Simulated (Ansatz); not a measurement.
[BH4]− (SMILES [H][B-]([H])([H])[H]): the energy, rung by rung

[BH4]−: 5 atoms, total charge -1, spin state singlet. As SMILES, `[H][B-]([H])([H])[H]`. Geometry: relaxed at GFN2-xTB.

```xyz
5

B     0.0000   -0.0002   -0.0001
H     0.0119   -0.0206    1.2291
H     1.1546    0.0118   -0.4208
H    -0.5876    1.0078   -0.3876
H    -0.5789   -0.9989   -0.4207
```

Quantity: the energy change with the B1–H3 bond stretched from 1.229 to 1.536 Å, in eV. The values are calculated.

| level | kind | program | value (eV) | less CCSDT/3-21G |
| --- | --- | --- | --- | --- |
| HF/3-21G (restricted) | Hartree–Fock | Ansatz | 0.50 | +0.06 |
| SVWN5/3-21G (restricted) | LDA | Ansatz | 0.49 | +0.05 |
| r2SCAN/3-21G (restricted) | meta-GGA | Ansatz | 0.50 | +0.06 |
| B3LYP/3-21G (restricted) | global hybrid | Ansatz | 0.50 | +0.06 |
| PBE0/3-21G (restricted) | global hybrid | Ansatz | 0.50 | +0.06 |
| r2SCAN0/3-21G (restricted) | hybrid meta-GGA | Ansatz | 0.53 | +0.09 |
| HSE06/3-21G (restricted) | range-separated hybrid | Ansatz | 0.50 | +0.06 |
| RPA@PBE/3-21G (restricted) | RPA | Ansatz | 0.41 | -0.03 |
| MP2/3-21G (restricted) | perturbation theory | Ansatz | 0.49 | +0.05 |
| CCSDT/3-21G (restricted) | coupled cluster or CI | Ansatz | 0.44 | 0.00 |

CCSDT/3-21G (restricted) is the highest level here, not the true value. Sets without diffuse functions describe the anion poorly. The first shape isn't each level's own minimum. The values span 0.41 to 0.53 eV. All rows use very small basis sets, so even the best lies far from the true value.
